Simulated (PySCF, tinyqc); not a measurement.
Worked calculation: G0W0 on RHF in the sto-6g basis, for CH+, spin multiplicity 1. The lowest restricted solution is unstable here: a spin-polarised one lies 0.0109 hartree lower (PySCF). One step of it, computed by the program tinyqc.

Task: G0W0 on Hartree-Fock: HOMO. W(p,q,m) = sqrt2 sum_ia (pq|ia) (X+Y)_ia,m; Sigma_c(x) = sum_(i,m) W^2/(x - e_i + w_m) + sum_(a,m) W^2/(x - e_a - w_m); solve x = e_p + Sigma_c(x) by Newton steps; Z = 1/(1 - dSigma/dx); 1 hartree = 27.211386 eV.

orbital energies (hartree): MO1 -11.769531, MO2 -1.111689, MO3 -0.752485, MO4 -0.237848, MO5 -0.237848, MO6 -0.128583

Two-electron integrals over orbitals (pq|rs), unique and non-zero (hartree):
```
(11|11) 3.526651    (21|11) -0.353983   (21|21) 0.057666    (22|11) 0.822502
(22|21) -0.015738   (22|22) 0.579875    (31|11) 0.099685    (31|21) -0.014529
(31|22) 0.009845    (31|31) 0.017641    (32|11) -0.087805   (32|21) 0.006360
(32|22) -0.005872   (32|31) 0.016331    (32|32) 0.108477    (33|11) 0.691945
(33|21) -0.008401   (33|22) 0.515148    (33|31) -0.004801   (33|32) -0.029292
(33|33) 0.538502    (41|41) 0.021942    (42|41) 0.027469    (42|42) 0.120426
(43|41) -0.007613   (43|42) -0.028321   (43|43) 0.032515    (44|11) 0.853376
(44|21) -0.010179   (44|22) 0.592369    (44|31) 0.002652    (44|32) -0.048149
(44|33) 0.514253    (44|44) 0.673218    (51|51) 0.021942    (52|51) 0.027469
(52|52) 0.120426    (53|51) -0.007613   (53|52) -0.028321   (53|53) 0.032515
(54|54) 0.036281    (55|11) 0.853376    (55|21) -0.010179   (55|22) 0.592369
(55|31) 0.002652    (55|32) -0.048149   (55|33) 0.514253    (55|44) 0.600655
(55|55) 0.673218    (61|11) 0.086833    (61|21) -0.015749   (61|22) -0.000526
(61|31) -0.007383   (61|32) -0.015865   (61|33) 0.007702    (61|44) 0.002345
(61|55) 0.002345    (61|61) 0.013524    (62|11) -0.144039   (62|21) 0.003005
(62|22) -0.077977   (62|31) -0.013511   (62|32) -0.025740   (62|33) -0.011887
(62|44) -0.077885   (62|55) -0.077885   (62|61) 0.009325    (62|62) 0.065623
(63|11) -0.241213   (63|21) 0.004525    (63|22) -0.106743   (63|31) 0.001985
(63|32) 0.072116    (63|33) -0.065861   (63|44) -0.134139   (63|55) -0.134139
(63|61) -0.003746   (63|62) 0.056148    (63|63) 0.159243    (64|41) -0.006102
(64|42) -0.026138   (64|43) -0.010830   (64|64) 0.018016    (65|51) -0.006102
(65|52) -0.026138   (65|53) -0.010830   (65|65) 0.018016    (66|11) 0.540642
(66|21) -0.004439   (66|22) 0.451020    (66|31) 0.009682    (66|32) 0.078423
(66|33) 0.481196    (66|44) 0.414011    (66|55) 0.414011    (66|61) -0.005836
(66|62) 0.004478    (66|63) 0.081890    (66|66) 0.602435
```

excitation energies w (hartree): [0.570136, 0.570136, 0.851299, 1.091009, 1.091009, 1.134184, 11.575525, 11.575525, 11.667970]

X + Y:
```
            1          2          3          4          5          6          7          8
1>4  0.000000   0.001455   0.000000   0.000012  -0.008665   0.000000   0.998101   0.000000
1>5  0.001455   0.000000   0.000000  -0.008665  -0.000012   0.000000   0.000000   0.998101
1>6  0.000000   0.000000   0.002184   0.000000   0.000000  -0.002509   0.000000   0.000000
2>4  0.000006   0.108841   0.000000  -0.001254   0.891487   0.000000   0.000722   0.000000
2>5  0.108841  -0.000006   0.000000   0.891487   0.001254   0.000000   0.000000   0.000722
2>6  0.000000   0.000000  -0.356861   0.000000   0.000000   0.878185   0.000000   0.000000
3>4  0.000053   0.946403   0.000000   0.000085  -0.060380   0.000000  -0.000117   0.000000
3>5  0.946403  -0.000053   0.000000  -0.060380  -0.000085   0.000000   0.000000  -0.000117
3>6  0.000000   0.000000   0.807503   0.000000   0.000000   0.246296   0.000000   0.000000

             9
1>4   0.000000
1>5   0.000000
1>6   0.998841
2>4   0.000000
2>5   0.000000
2>6   0.000271
3>4   0.000000
3>5   0.000000
3>6  -0.000069
```

Give: The 12 largest terms at x = e_p; Newton steps; quasiparticle energy of the HOMO; Hartree-Fock value.

Result:

The 12 largest terms at x = e_p (hartree; W for the signs of X + Y given):
```
q  m        W      term
6  3   0.1535   -0.0160
6  6   0.1252   -0.0089
2  3   0.0953    0.0075
3  3  -0.0692    0.0056
5  1   0.0391   -0.0014
4  2   0.0391   -0.0014
3  6  -0.0377    0.0013
5  4  -0.0384   -0.0009
4  5  -0.0384   -0.0009
2  9  -0.0224  4.18e-05
2  6  -0.0068  3.09e-05
1  6  -0.0161  2.12e-05
```

Newton steps (hartree):
```
step        x  Sigma_c(x)       Z
0     -0.7525     -0.0151  0.9675
1     -0.7671     -0.0146  0.9675
2     -0.7671     -0.0146  0.9675
```

quasiparticle energy of the HOMO = -20.8731 eV

Hartree-Fock value = -20.4761 eV
